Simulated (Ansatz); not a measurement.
# SiH₃O radical: from a rough start to a minimum

The task is to find a stationary geometry of SiH₃O radical, check the end point by its vibrations and derive ideal-gas thermochemistry, and look at its orbitals and charge.

Method: UKS PBE0-D4/def2-TZVP; program: Ansatz 0.2.0, Gaussian basis.

The runs, in order: relaxation at PBE0-D4/def2-TZVP; harmonic vibrations at the same level; a single point in def2-TZVPP for the fields.

## Step 1: Where the work starts

SMILES `O[SiH2]`, 5 atoms, charge 0, spin multiplicity 2.

Atoms are counted from 1 here; the program's logs count them from 0.

Bond lengths: O1–Si2 1.639 Å, O1–H3 0.952 Å, Si2–H4 1.458 Å, Si2–H5 1.448 Å. Angles: Si2–O1–H3 122.7°, O1–Si2–H4 110.9°, O1–Si2–H5 101.7°, H4–Si2–H5 117.6°.

Coordinates:

```xyz
5
H3OSi
O     0.5573   -0.4338    0.7985
Si    0.0019    0.3419   -0.5339
H     0.7257   -1.3707    0.8148
H    -1.2448   -0.2536   -1.0008
H    -0.0401    1.7160   -0.0786
```

The start is a GFN2-xTB geometry.

## Step 2: Optimising with PBE0-D4/def2-TZVP

Contents of in.yaml:

```yaml
crystal:
  periodic: [false, false, false]
  atoms:
    - {symbol: O, position_ang: [0.557310, -0.433760, 0.798460]}
    - {symbol: Si, position_ang: [0.001930, 0.341950, -0.533940]}
    - {symbol: H, position_ang: [0.725690, -1.370660, 0.814800]}
    - {symbol: H, position_ang: [-1.244820, -0.253580, -1.000760]}
    - {symbol: H, position_ang: [-0.040110, 1.716040, -0.078560]}
basis:
  gaussian: {orbitals: def2-TZVP}
magnetization: {spin_polarized: true, initial_magnetization: 1}
hamiltonian: {xc: pbe0, dispersion: d4}
relax: {f_tol: 0.005, max_steps: 150}
```

Command:

```bash
ansatz run in.yaml --threads 2 --pin off --events-out ev --progress --plain --max-ram 32768MiB --backend cpu
```

The runs that follow: Harmonic vibrations; A single point for the fields.

**Question.** What will the summary of the whole plan be? Wanted: point group; shift from the start; total energy; dispersion term; dipole moment; lowest, highest wavenumber; zero-point energy; HOMO, LUMO.

As calculated:

| quantity | value |
| --- | --- |
| point group | C1 |
| steps | 7 |
| shift from the start (rms) | 0.066 Å |
| total energy | -9968.6484 eV |
| dispersion term | -46 meV |
| dipole moment | 1.37 D |
| lowest, highest wavenumber | 263, 3919 cm⁻¹ |
| zero-point energy | 18.1 kcal/mol |
| entropy at 298.15 K | 258.1 J/(mol K) |
| HOMO, LUMO (alpha spin) | -5.89, -0.08 eV |

What this shows: The relaxed geometry lies 0.07 Å (rms) from the start; the bond that changed most is Si2–H5, from 1.448 to 1.487 Å. All wavenumbers are real, so the end point is a minimum. The stiffest mode, 3919 cm⁻¹, is an O–H stretch. Harmonic hybrid wavenumbers usually lie a few per cent above measured fundamentals. The largest Mulliken charge, -0.50 e, sits on O1. The alpha HOMO lies mostly on Si2 62 %; H4, H5 about 12 % each and the LUMO on H3 28 %; Si2 25 %. The unpaired spin sits mainly on Si2 67 %; H4, H5 about 11 % each.
